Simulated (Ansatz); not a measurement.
Compare A (`[CH2]BC`•) with its isomer B (`C[B]C`•).

Computed with Ansatz on PBE0-D4/def2-TZVP structures; ΔE is electronic, products minus reactants. CCSD(T)/CBS is the MP2 limit (def2-TZVPP, def2-QZVPP) plus CCSD(T) − MP2 in def2-TZVPP, frozen cores. This one scheme is used for every species. Functionals use def2-TZVPP. B3LYP here is the variant with VWN-RPA as its local correlation; programs differ in this. No spin–orbit coupling; open shells (•) take unrestricted orbitals.

A:

```xyz
9

C     1.050   -0.501   -0.986
B     0.060    0.470   -0.338
C    -0.800    0.098    0.910
H     1.210   -1.512   -0.616
H     1.655   -0.248   -1.852
H    -0.055    1.568   -0.816
H    -0.653   -0.914    1.292
H    -0.602    0.807    1.723
H    -1.866    0.232    0.684
```

B:

```xyz
9

C    -0.703   -0.100    1.208
B    -0.333   -0.573   -0.215
C     0.712   -0.012   -1.205
H     0.129    0.368    1.751
H    -1.163   -0.864    1.837
H    -1.468    0.680    1.071
H     1.557    0.498   -0.724
H     1.089   -0.743   -1.922
H     0.180    0.745   -1.802
```

Problem. Which is lower in electronic energy at CCSD(T)/CBS, and by how much? (Estimate.)

Solution. The calculation gave: A, by 31.6 kJ/mol.

Problem. Give E(B) − E(A) in kJ/mol with HF/def2-TZVPP, BLYP-D4, CCSD(T)/def2-TZVPP, CCSD/def2-TZVPP, ωB97M-V, r2SCAN-D4, B3LYP. (An estimate is asked.)

Solution. Computed: HF/def2-TZVPP 49.4, BLYP-D4 30.1, CCSD(T)/def2-TZVPP 32.6, CCSD/def2-TZVPP 35.6, ωB97M-V 36.4, r2SCAN-D4 24.7, B3LYP 33.7. None reverses the order clearly.

Problem. Does the order hold for the free energy at 298.15 K (harmonic terms from PBE0-D4)? (An estimate is asked.)

Solution. The calculation gave: Yes: G(B) − G(A) = +35.2 kJ/mol.

Largest T1 diagnostic: 0.012.

From r2SCAN to r2SCAN0 (25 % exact exchange), in def2-TZVPP and without D4, E(B) − E(A) moves by +3.0 kJ/mol. Leaving LDA and LC-ωPBE aside and taking each functional with its dispersion term where it has one, the values, not all of them listed here, spread over 20.8 kJ/mol, from PBE-D4 to BHLYP-D4. LDA lies −12.0 kJ/mol from PBE without D4.
